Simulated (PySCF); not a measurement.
Atoms are numbered as in `[CH:1]#[C:2]/[CH:3]=[CH:4]/[O:5][CH3:6]`; H(Xn) means a hydrogen on atom n.

GIAO PBE0/pcSseg-1 shifts (PySCF, gas phase, non-relativistic, equivalent atoms averaged), each against references optimised in the same way as the molecule (TMS, H2O).

On the GFN2-xTB geometry: C4 169.7, C3 86.1, C1 84.8, C2 84.3, C6 55.8, O5 131.4, H(C4) 7.24, H(C3) 4.69, H(C6) 3.69, H(C1) 2.40 ppm.

Question: What changes on the PBE0-D3(BJ)/def2-SVP geometry?

Answer: 
| atoms | δ (ppm) | change |
| --- | --- | --- |
| C4 | 168.5 | -1.2 |
| C3 | 86.0 | -0.1 |
| C1 | 84.5 | -0.3 |
| C2 | 82.5 | -1.8 |
| C6 | 54.2 | -1.6 |
| O5 | 131.6 | +0.2 |
| H(C4) | 7.08 | -0.16 |
| H(C3) | 4.52 | -0.17 |
| H(C6) | 3.45 | -0.24 |
| H(C1) | 2.83 | +0.43 |

Bonds between heavy atoms that differ most (equivalent bonds averaged): C4–O5 1.351 → 1.332 Å, C3–C4 1.335 → 1.351 Å, C1–C2 1.201 → 1.215 Å, C2–C3 1.409 → 1.419 Å, O5–C6 1.408 → 1.404 Å. Mean change of bonds to hydrogen: C–H +0.013 Å.
